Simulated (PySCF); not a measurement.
Homolysis of single bonds, series Al SiH3-H. Isolated molecules, 0 K electronic values unless said otherwise. Strings in code marks are SMILES.

The highest occupied spin orbital from two functionals at the same geometries (PBE0-D4/def2-TZVP), both in PySCF: PBE-D3(BJ)/def2-TZVP and B3LYP-D3(BJ)/def2-TZVP. B3LYP has the VWN-RPA correlation part, as in Gaussian. 

| species | PBE-D3(BJ)/def2-TZVP (eV) | B3LYP-D3(BJ)/def2-TZVP (eV) |
|---|---|---|
| radical fragment (`[SiH3]`) | -5.32 | -6.09 |
| radical fragment (`[SiH3][Al][SiH3]`) | -4.57 | -5.22 |
| radical fragment (`[AlH][SiH3]`) | -4.57 | -5.25 |

Over these rows, drawn at random from the members with no instability flagged (it was tested for open shells, ions and some series alone), PBE minus B3LYP-D3(BJ): mean +0.70 eV, from +0.65 eV to +0.78 eV.
